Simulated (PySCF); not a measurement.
# How methods differ on the electron affinity of Cl

Cl⁻ [Ar] (1S) → Cl [Ne] 3s2 3p5 (2P), as a difference of total energies. Calculation: PySCF 2.14, in x2c-QZVPPall with one added diffuse shell each of s, p, d, f type (10s7p5d3f1g, 86 functions); the spin-free X2C one-electron Hamiltonian (Gaussian nucleus). Correlated levels: valence: [Ne] frozen; valence and next inner shell: 1s2 frozen. The calculations carry no spin-orbit coupling.

```csv
method,electron affinity (eV),plus first-order spin-orbit estimate,error of that sum (eV)
UHF,2.352,2.316,-1.297
LDA,3.917,3.882,+0.269
PBE,3.636,3.600,-0.013
PBE0,3.551,3.516,-0.097
r2SCAN,3.604,3.569,-0.044
M06,3.573,3.538,-0.075
LC-wPBE,3.554,3.519,-0.094
B2PLYP,3.582,3.547,-0.066
BHandHLYP,3.406,3.371,-0.242
MP2 (valence),3.681,3.646,+0.033
SCS-MP2 (valence),3.591,3.556,-0.057
MP2 (valence and next inner shell),3.687,3.652,+0.039
SCS-MP2 (valence and next inner shell),3.595,3.560,-0.053
```

Reference: 3.613 eV (measured; photodetachment measurements, as compiled on the Wikipedia data page of electron affinities).

A first-order spin-orbit estimate (lowest level to lowest level, LS coupling) adds -0.035 eV.

Errors of the correlated levels include the incompleteness of this basis and the frozen core.

In the anion the highest occupied orbital energy is positive at LDA, PBE, r2SCAN, a self-interaction effect; the basis confines that electron, and the energy difference can still be sensible.
